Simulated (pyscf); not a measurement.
Optimised with ωB97X-D3(BJ)/def2-SVP in PySCF.

### Question
NH₃ + HO–SiH(Cl)–Cl -> H₂N–SiH(Cl)–Cl + H₂O
Surface: singlet. Broken: H–N, O–Si. Formed: N–Si, H–O. Give ΔE‡ and ΔE from ωB97M-D3(BJ)/def2-TZVP, relative to the separated reactants.

### Answer
ΔE‡ = 1.17 eV, ΔE = +0.47 eV. Zero-point energy shifts the barrier by 0.00 eV. It is a four-centre exchange, with an imaginary mode of 1201i cm⁻¹. On the reactant side the descent ends in an adduct with a N–Si contact, 0.30 eV under the separated species and 1.45 eV under the saddle at ωB97X-D3(BJ)/def2-TZVP. On the product side the descent ends in a complex (not fully relaxed), 0.29 eV under the separated species and 0.98 eV under the saddle at ωB97X-D3(BJ)/def2-TZVP. What is counted as formed (N–Si) is already present as a longer contact in the reactant adduct; forming that adduct is a step of its own. One saddle was located; it need not be the lowest between these sides.
